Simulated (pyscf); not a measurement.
Thermochemistry of product channels of HO–SiH(OH)–OH on the singlet surface, in kcal/mol, from ωB97M-D3(BJ)/def2-TZVP energies (ideal gas, 1 atm, RRHO with modes under 100 cm⁻¹ raised to 100, one conformer, R ln 2 for chiral ones without a mode under 150 cm⁻¹). Optimised with ωB97X-D3(BJ)/def2-SVP in PySCF.

| products | ΔE | ΔH(298 K) | ΔG(298 K) | ΔG(900 K) |
|---|---|---|---|---|
| O=Si(OH)–OH + hydrogen (H₂) | +45.0 | +40.9 | +34.0 | +19.9 |
| water (H₂O) + O=SiH–OH | +67.8 | +66.4 | +56.7 | +38.2 |
| water (H₂O) + HO–Si:–OH [singlet] | +58.0 | +57.8 | +47.9 | +28.6 |

These are energies of the channels, which say nothing of barriers.
